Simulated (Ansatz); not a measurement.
Ansatz (an electronic-structure program) input (HF/3-21G): The .json file is the Basis Set Exchange's 3-21G.

Ansatz 0.2 input:
```yaml
crystal:
  periodic: [false, false, false]
  atoms:
    - {symbol: P, position_ang: [-0.00473313, -0.00302077, 0.11159155]}
    - {symbol: H, position_ang: [0.03655106, 1.08234779, -0.80820621]}
    - {symbol: H, position_ang: [0.03444589, -1.03703618, -0.86566706]}
basis:
  gaussian:
    orbitals: 3-21G.json
hamiltonian:
  xc: {name: HF}
total_charge: 1
phonons: {temperatures: {t_min: 298.15, t_max: 298.15, t_step: 100}}
```

Output:

```
Functional definition: HF
integrals: 0.00 GiB planned
195 factors; integrals over basis functions are off by at most 4.0e-4 eV
mean field: 0.04 GiB planned
mean field evaluation 1: about -9245.4497 eV, gradient 5.6e0 eV
mean field evaluation 2: about -9245.4483 eV, gradient 5.6e0 eV
mean field evaluation 4: about -9245.5582 eV, gradient 1.9e-1 eV
mean field evaluation 8: about -9245.5584 eV, gradient 4.0e-5 eV
mean field -9245.55835477 eV, -339.7680026733 hartree, gradient 4.0e-5 eV, S^2 0.000000; 0 other end points of the search recorded, 0 dependent functions left out
the calculation of the forces begins
reference -9245.55835477 eV, -339.7680026733 hartree; 8, 8 occupied and 9, 9 virtual orbitals, 195 factors
these checks for a lower state are left out or cut short: stability, starts, cluster_reference, orbital_swaps, neighbouring_geometries, increment
integrals: 0.00 GiB planned
195 factors; integrals over basis functions are off by at most 4.0e-4 eV
mean field: 0.04 GiB planned
mean field evaluation 16: about -9245.5583 eV, gradient 1.1e-6 eV
mean field -9245.55830765 eV, -339.7680009415 hartree, gradient 1.1e-6 eV, S^2 0.000000; 0 other end points of the search recorded, 0 dependent functions left out
the calculation of the forces begins
reference -9245.55830765 eV, -339.7680009415 hartree; 8, 8 occupied and 9, 9 virtual orbitals, 195 factors
these checks for a lower state are left out or cut short: stability, starts, cluster_reference, orbital_swaps, neighbouring_geometries, increment
integrals: 0.00 GiB planned
195 factors; integrals over basis functions are off by at most 4.0e-4 eV
mean field: 0.04 GiB planned
mean field -9245.55830745 eV, -339.7680009343 hartree, gradient 1.2e-6 eV, S^2 0.000000; 0 other end points of the search recorded, 0 dependent functions left out
the calculation of the forces begins
reference -9245.55830745 eV, -339.7680009343 hartree; 8, 8 occupied and 9, 9 virtual orbitals, 195 factors
these checks for a lower state are left out or cut short: stability, starts, cluster_reference, orbital_swaps, neighbouring_geometries, increment
integrals: 0.00 GiB planned
195 factors; integrals over basis functions are off by at most 4.0e-4 eV
mean field: 0.04 GiB planned
mean field -9245.55832419 eV, -339.7680015494 hartree, gradient 1.5e-6 eV, S^2 0.000000; 0 other end points of the search recorded, 0 dependent functions left out
the calculation of the forces begins
reference -9245.55832419 eV, -339.7680015494 hartree; 8, 8 occupied and 9, 9 virtual orbitals, 195 factors
these checks for a lower state are left out or cut short: stability, starts, cluster_reference, orbital_swaps, neighbouring_geometries, increment
integrals: 0.00 GiB planned
195 factors; integrals over basis functions are off by at most 4.0e-4 eV
mean field: 0.04 GiB planned
mean field evaluation 32: about -9245.5583 eV, gradient 7.7e-2 eV
mean field -9245.55832450 eV, -339.7680015609 hartree, gradient 2.3e-6 eV, S^2 0.000000; 0 other end points of the search recorded, 0 dependent functions left out
the calculation of the forces begins
reference -9245.55832450 eV, -339.7680015609 hartree; 8, 8 occupied and 9, 9 virtual orbitals, 195 factors
these checks for a lower state are left out or cut short: stability, starts, cluster_reference, orbital_swaps, neighbouring_geometries, increment
integrals: 0.00 GiB planned
195 factors; integrals over basis functions are off by at most 4.0e-4 eV
mean field: 0.04 GiB planned
mean field -9245.55833401 eV, -339.7680019104 hartree, gradient 2.1e-6 eV, S^2 0.000000; 0 other end points of the search recorded, 0 dependent functions left out
the calculation of the forces begins
reference -9245.55833401 eV, -339.7680019104 hartree; 8, 8 occupied and 9, 9 virtual orbitals, 195 factors
these checks for a lower state are left out or cut short: stability, starts, cluster_reference, orbital_swaps, neighbouring_geometries, increment
integrals: 0.00 GiB planned
195 factors; integrals over basis functions are off by at most 4.0e-4 eV
mean field: 0.04 GiB planned
mean field -9245.55833352 eV, -339.7680018923 hartree, gradient 2.0e-6 eV, S^2 0.000000; 0 other end points of the search recorded, 0 dependent functions left out
the calculation of the forces begins
reference -9245.55833352 eV, -339.7680018923 hartree; 8, 8 occupied and 9, 9 virtual orbitals, 195 factors
Total energy: -9245.55835477 eV, -339.7680026733 hartree
Atom 0 at    -0.004733    -0.003021     0.111592 Å, force     0.000006     0.000004    -0.000151 eV/Å
Atom 1 at     0.036551     1.082348    -0.808206 Å, force    -0.000003     0.000138     0.000079 eV/Å
Atom 2 at     0.034446    -1.037036    -0.865667 Å, force    -0.000003    -0.000143     0.000072 eV/Å
Dipole moment:     0.013150     0.008392    -0.310027 e Å
Vibrations: 1217.89 2386.22 2393.20 cm⁻¹, zero-point energy 0.371785 eV
```

The blocks after the first are displaced geometries, from whose forces the wavenumbers follow.

The dipole moment of an ion depends on the origin.
